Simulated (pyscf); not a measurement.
Thermochemistry of product channels of Cl–B(Cl)–Cl + SiH₄ on the singlet surface, in eV, from CCSD(T)/def2-TZVPP + ΔMP2(QZVPP) energies (ideal gas, 1 atm, RRHO with modes under 100 cm⁻¹ raised to 100, one conformer, R ln 2 for chiral ones without a mode under 150 cm⁻¹). Single points on ωB97X-D3(BJ)/def2-SVP structures (PySCF, gas phase). Correlated levels are frozen-core, on RHF or UHF. ΔMP2 is the change of the MP2 total energy from the triple- to the quadruple-zeta basis.

```tsv
products	ΔE	ΔH(298 K)	ΔG(900 K)	ΔG(1200 K)
H₃Si–Cl + Cl–BH–Cl	-0.19	-0.14	-0.36	-0.42
HCl + H₃Si–B(Cl)–Cl	[?]	+0.93	+0.64	+0.53
```

Question: Some entries are withheld; supply them.

Answer: 
- HCl + H₃Si–B(Cl)–Cl, ΔE: +0.92

These are energies of the channels, which say nothing of barriers. The CCSD(T) − MP2 part came from Ansatz, without density fitting, on the same reference.
